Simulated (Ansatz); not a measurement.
Frontier orbitals of C₃H₂F₂, SMILES `FC1(F)C=C1`.

Charge 0, multiplicity 1. The structure was optimised at the PBE0-D4/def2-TZVP level. Basis def2-TZVPP, the Gaussian-basis code of Ansatz.

Orbital energies of one run (eV). Highest occupied ones, from the top: -8.62, -9.23, -10.91, -11.36, -11.86, -13.04, -13.91, -15.53, -15.85, -17.07, -17.82, -25.91, -33.25, -34.93. Empty: -0.75, 1.90, 2.16, 2.97, 3.84, 3.89.

(1) Which functional gave them?
A. B97M-V
B. CAM-B3LYP
C. PBE
D. PBE0

Results:

(1) D. HOMO energies: PBE0 -8.62, CAM-B3LYP -10.10, B97M-V -7.49, PBE -7.04 eV.
